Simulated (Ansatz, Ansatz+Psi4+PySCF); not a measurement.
```
atom   x (Å)   y (Å)    z (Å)
   N  0.0000  0.0000  -0.4455
   H  0.0000  0.0000   0.4455
```

Basis set: cc-pVTZ (spherical functions). Correlated methods keep 1 orbital frozen. Charge 0, multiplicity 3.

Computed with Ansatz (development build ahead of 0.2.0); the reference of a correlated method needn't be the lowest determinant of its kind.

Task: Give the atomization energy at this shape (free ground-state atoms in the same class of orbitals less the molecule, no zero-point energy) of triplet NH by UHF-BCCD(T), UHF-CCSD(T).

Result:

```
     method  atomization energy
UHF-BCCD(T)             2.86 eV
UHF-CCSD(T)             2.86 eV
```

Caution: the reference determinant was not shown to be the lowest; the shape is not the minimum.
